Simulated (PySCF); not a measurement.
We consider zinc-blende BP, described by LNO-CCSD(T) (PySCF, GTH pseudopotentials, Gaussian basis, DZ basis).

The same calculation (at the measured cell, 11.682 Å³/atom) with different numerical settings; throughout: k mesh 2×2×2:

```
run  LNO threshold  total energy (eV/atom)   rough time
---  -------------  ----------------------  -----------
1            3e-05               -126.4338   3 core-min
2            1e-05               -126.4124  10 core-min
3            3e-06               -126.4058  50 core-min
```

In the column total energy (eV/atom) the first row differs from the last by -0.0280 and the next to last by -0.0066.

The last row is no converged limit: other settings stay fixed.
